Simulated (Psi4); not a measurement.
**UB3LYP/6-31G(d) (spherical functions) run of CH4FSi (SMILES C[SiH]F)**

What is the vertical electron affinity of CH4FSi at UB3LYP/6-31G* (spherical functions)? 

Program for the calculation: Psi4 1.11.

2 further runs of the same task are left out: 2 set aside as unsound or not needed. Runs told in other sessions of the task aren't counted.

### Step 1. Starting point

The species is CH4FSi (7 atoms), meant as a doublet with charge 0. As SMILES, `C[SiH]F`. The shape is that of a PBE0-D4/def2-TZVP optimisation.

Bond lengths: C1–Si2 1.864 Å, Si2–F3 1.609 Å, C1–H4 1.091 Å, C1–H5 1.093 Å, C1–H6 1.094 Å, Si2–H7 1.494 Å. Angles: C1–Si2–F3 108.7°, C1–Si2–H7 111.7°, F3–Si2–H7 106.7°, Si2–C1–H4 111.5°, Si2–C1–H5 109.9°, Si2–C1–H6 110.0°, H4–C1–H5 108.4°, H4–C1–H6 108.5°, H5–C1–H6 108.5°.

### Step 2. Energy and forces at UB3LYP/6-31G(d) (spherical functions)

Contents of ch4fsi.xyz:

```xyz
7
CH4FSi
C     -0.653500     0.389500    -0.298000
Si     0.917400    -0.594100    -0.104100
F      0.640700    -1.812800     0.909600
H     -1.444900    -0.207800    -0.754100
H     -0.470200     1.260900    -0.931700
H     -1.000700     0.738300     0.679600
H      2.011300     0.226000     0.498700
```

Contents of job.py:

```python
import psi4

psi4.set_memory('2200 MB')
psi4.set_num_threads(1)
psi4.set_output_file('ch4fsi.out', False)

with open('ch4fsi.xyz') as f:
    atoms = ''.join(f.readlines()[2:])
geom = psi4.geometry('0 2\n' + atoms + 'symmetry c1')

options = {'basis': '6-31G*', 'reference': 'uks', 'puream': True, 'e_convergence': 1e-09, 'd_convergence': 1e-08, 'scf_type': 'pk', 'dft_radial_points': 99, 'dft_spherical_points': 590, 'maxiter': 100}
psi4.set_options(options)

e, wfn = psi4.gradient("B3LYP", return_wfn=True)
print('gradient / Eh bohr^-1')
print(e.np.round(6))
print(f'energy = {wfn.energy():.10f} Eh')
```

Run with:

```sh
python job.py
```

ch4fsi.out:

```text
[...]
  Running in c1 symmetry.
[...]
  Nuclear repulsion =  106.882451970993884
[...]
  Multiplicity = 2
[...]
  Nalpha       = 17
  Nbeta        = 16
[...]
    Number of basis functions: 54
[...]
   @UKS iter   1:  -429.62981114321997   -3.37057e-01   1.27005e-02 DIIS/ADIIS
[...]
   @UKS iter  12:  -429.85327487327129   -9.66338e-13   3.13237e-09 DIIS
[...]
   @S^2 Observed:                7.509379624E-01
[...]
    Orbital Energies [Eh]
    ---------------------
    Alpha Occupied:
       1A    -66.151370     2A    -24.672342     3A    -10.173539
       4A     -5.307545     5A     -3.668400     6A     -3.666152
       7A     -3.662878     8A     -1.168894     9A     -0.713137
      10A     -0.530023    11A     -0.444517    12A     -0.433867
      13A     -0.420527    14A     -0.410902    15A     -0.402552
      16A     -0.328672    17A     -0.205098
    Alpha Virtual:
      18A      0.026169    19A      0.063547    20A      0.114060
      21A      0.131929    22A      0.144681    23A      0.156228
      24A      0.221931    25A      0.248484    26A      0.312413
[...]
  @UKS Final Energy:  -429.85327487327129
   => Energetics <=
    Nuclear Repulsion Energy =            106.8824519709938841
    One-Electron Energy =                -806.9026586113999429
    Two-Electron Energy =                 301.1417489138652854
    DFT Exchange-Correlation Energy =     -30.9748171467305440
    Empirical Dispersion Energy =           0.0000000000000000
    VV10 Nonlocal Energy =                  0.0000000000000000
    Total Energy =                       -429.8532748732712889
  UHF NO Occupations:
  HONO-2 :   15  A 1.9999625
  HONO-1 :   16  A 1.9996339
[...]
 Multipole Moments:
 ------------------------------------------------------------------------------------
     Multipole            Electronic (a.u.)      Nuclear  (a.u.)        Total (a.u.)
 ------------------------------------------------------------------------------------
 L = 1.  Multiply by 2.5417464519 to convert [e a0] to [Debye]
 Dipole X            :          2.5048373           -2.7379416           -0.2331043
 Dipole Y            :         -5.0413586            5.5794419            0.5380833
 Dipole Z            :          1.4778724           -1.7976210           -0.3197486
 Magnitude           :                                                    0.6679150
[...]
  -Total Gradient:
     Atom            X                  Y                   Z
    ------   -----------------  -----------------  -----------------
       1        0.002529967853    -0.003174109793     0.000623147799
       2       -0.007281033694    -0.001691991999     0.005972568484
       3        0.001898515724     0.009610797684    -0.006875359779
       4        0.001951036623     0.000605274999     0.000776026407
       5        0.000496455781    -0.002006662051     0.001234979017
       6        0.001550140430    -0.000998961540    -0.001572727258
       7       -0.001117305406    -0.002348413974    -0.000121748813
[...]
```

On the terminal:

```text
gradient / Eh bohr^-1
[[ 0.00253  -0.003174  0.000623]
 [-0.007281 -0.001692  0.005973]
 [ 0.001899  0.009611 -0.006875]
 [ 0.001951  0.000605  0.000776]
 [ 0.000496 -0.002007  0.001235]
 [ 0.00155  -0.000999 -0.001573]
 [-0.001117 -0.002348 -0.000122]]
energy = -429.8532748733 Eh
```

It took 17 s on 1 thread of Intel Xeon Platinum 8488C (Sapphire Rapids), shared host; peak memory 0.78 GiB.

### Step 3. The singlet anion, same level

Contents of ch4fsi.json:

```json
{
 "schema_name": "qcschema_input",
 "schema_version": 1,
 "molecule": {
  "schema_name": "qcschema_molecule",
  "schema_version": 2,
  "symbols": ["C", "Si", "F", "H", "H", "H", "H"],
  "geometry": [-1.23493602, 0.73604833, -0.56313839, 1.73363475, -1.12268629, -0.19672049, 1.21074753, -3.42569552, 1.71889488, -2.73046528, -0.39268509, -1.42504247, -0.88854922, 2.38275567, -1.76065783, -1.89104893, 1.3951848, 1.28425787, 3.80080615, 0.4270781, 0.94240642],
  "molecular_charge": -1,
  "molecular_multiplicity": 1,
  "fix_symmetry": "c1",
  "fix_com": true,
  "fix_orientation": true
 },
 "driver": "gradient",
 "model": {
  "method": "b3lyp",
  "basis": "6-31G*"
 },
 "keywords": {
  "puream": true,
  "e_convergence": 1e-09,
  "d_convergence": 1e-08,
  "scf_type": "pk",
  "dft_radial_points": 99,
  "dft_spherical_points": 590,
  "scf_properties": ["LOWDIN_CHARGES", "MULLIKEN_CHARGES", "QUADRUPOLE"]
 }
}
```

Run with:

```sh
psi4 --qcschema ch4fsi.json -n 1 --memory 2200MB
```

stdout, shortened:

```text
[...]
  Running in c1 symmetry.
[...]
  Nuclear repulsion =  106.882452003914793
[...]
  Multiplicity = 1
[...]
  Nalpha       = 17
  Nbeta        = 17
[...]
    Number of basis functions: 54
[...]
   @RKS iter   1:  -429.53335645620831   -2.40603e-01   1.42581e-02 ADIIS/DIIS
[...]
   @RKS iter  11:  -429.85234893197111   -1.30740e-12   4.28753e-09 DIIS
[...]
  @RKS Final Energy:  -429.85234893197111
   => Energetics <=
    Nuclear Repulsion Energy =            106.8824520039147927
    One-Electron Energy =                -814.9799043402124425
    Two-Electron Energy =                 309.4414916019356383
    DFT Exchange-Correlation Energy =     -31.1963881976090391
    Empirical Dispersion Energy =           0.0000000000000000
    VV10 Nonlocal Energy =                  0.0000000000000000
    Total Energy =                       -429.8523489319711075
[...]
 Multipole Moments:
 ------------------------------------------------------------------------------------
     Multipole            Electronic (a.u.)      Nuclear  (a.u.)        Total (a.u.)
 ------------------------------------------------------------------------------------
[...]
  Mulliken Charges: (a.u.)
   Center  Symbol    Alpha    Beta     Spin     Total
       1     C     3.30621  3.30621  0.00000 -0.61241
       2    SI     7.00055  7.00055  0.00000 -0.00111
       3     F     4.73531  4.73531  0.00000 -0.47063
       4     H     0.44446  0.44446  0.00000  0.11109
       5     H     0.45012  0.45012  0.00000  0.09977
       6     H     0.46158  0.46158  0.00000  0.07684
       7     H     0.60178  0.60178  0.00000 -0.20355
   Total alpha = 17.00000, Total beta = 17.00000, Total charge = -1.00000
  Lowdin Charges: (a.u.)
[...]
  -Total Gradient:
     Atom            X                  Y                   Z
    ------   -----------------  -----------------  -----------------
       1        0.011721684761    -0.015990320044    -0.026037968602
       2       -0.043414927988     0.019139246425     0.095322785474
       3        0.015212560150     0.024107939311    -0.045280231077
       4        0.000503070019     0.002249971531     0.001477026297
       5       -0.001215396493    -0.002149874528     0.002066575264
       6        0.014735706233    -0.008780671059    -0.003272890230
       7        0.002485802060    -0.018580815377    -0.024239439644
[...]
```

The result, in JSON:

```text
{
 "driver": "gradient",
 "model": {
  "method": "b3lyp",
  "basis": "6-31G*"
 },
 "success": true,
 "return_result": [0.011721684761477079, -0.015990320043787608, -0.02603796860244567, -0.043414927987969004, 0.01913924642517023, 0.09532278547409047, 0.015212560149906622, 0.024107939311070775, -0.045280231077440794, 0.0005030700186995363, 0.0022499715306743967, 0.0014770262966850856, -0.0012153964927439295, -0.002149874528062562, 0.002066575263902401, 0.014735706232822027, -0.008780671059250414, -0.003272890230185621, 0.0024858020596089103, -0.018580815376952366, -0.02423943964417769],
 "properties": {
  "calcinfo_nbasis": 54,
  "calcinfo_nmo": 54,
  "calcinfo_nalpha": 17,
  "calcinfo_nbeta": 17,
  "calcinfo_natom": 7,
  "nuclear_repulsion_energy": 106.88245200391479,
  "return_energy": -429.8523489319711,
  "return_gradient": [0.011721684761477079, -0.015990320043787608, -0.02603796860244567, -0.043414927987969004, 0.01913924642517023, 0.09532278547409047, 0.015212560149906622, 0.024107939311070775, -0.045280231077440794, 0.0005030700186995363, 0.0022499715306743967, 0.0014770262966850856, -0.0012153964927439295, -0.002149874528062562, 0.002066575263902401, 0.014735706232822027, -0.008780671059250414, -0.003272890230185621, 0.0024858020596089103, -0.018580815376952366, -0.02423943964417769],
  "scf_one_electron_energy": -814.9799043402124,
  "scf_two_electron_energy": 309.44149160193564,
  "scf_xc_energy": -31.19638819760904,
  "scf_dipole_moment": [-1.9211246809808777, 1.708421882605002, 0.6116856711834604],
  "scf_total_energy": -429.8523489319711,
  "scf_total_gradient": [0.011721684761477079, -0.015990320043787608, -0.02603796860244567, -0.043414927987969004, 0.01913924642517023, 0.09532278547409047, 0.015212560149906622, 0.024107939311070775, -0.045280231077440794, 0.0005030700186995363, 0.0022499715306743967, 0.0014770262966850856, -0.0012153964927439295, -0.002149874528062562, 0.002066575263902401, 0.014735706232822027, -0.008780671059250414, -0.003272890230185621, 0.0024858020596089103, -0.018580815376952366, -0.02423943964417769],
  "scf_iterations": 11
 }
}
```

Run time: 11 s. Hardware: 1 thread of Intel Xeon Platinum 8488C (Sapphire Rapids), shared host; peak memory 0.78 GiB.

### Step 4. Summary of results

Level: UB3LYP/6-31G* (spherical functions).

| quantity | value |
| --- | --- |
| doublet CH4FSi: total energy | -429.85327 Eh |
| doublet CH4FSi: dipole moment | 1.70 D |
| doublet CH4FSi: HOMO energy (highest over α and β) | -5.58 eV |
| doublet CH4FSi: LUMO energy (lowest over α and β) | -2.40 eV |
| doublet CH4FSi: ⟨S²⟩ | 0.751 |
| doublet CH4FSi: largest force on an atom | 0.615 eV/Å |
| singlet anion: total energy | -429.85235 Eh |
| singlet anion: HOMO energy | 2.55 eV |
| singlet anion: LUMO energy | 6.99 eV |
| singlet anion: HOMO–LUMO gap (to an unbound level, set by the basis) | 4.44 eV |
| singlet anion: largest force on an atom | 5.475 eV/Å |
| vertical electron affinity (to the singlet anion) | -0.025 eV |

**Reading.** The anion lies 0.03 eV (2.4 kJ/mol) above the neutral: the electron isn't bound at this level, and such a value depends on the basis. Without diffuse functions anions come out too high. The largest force (doublet CH4FSi) is 0.62 eV/Å: the shape isn't a stationary point for this species at this level. Mulliken charges (singlet anion) run from -0.61 on C1 to +0.11 on H4. The HOMO (singlet anion) lies at positive energy, 2.55 eV, from the functional's self-interaction, a short basis or an electron that isn't bound; only total energies against the neutral tell.
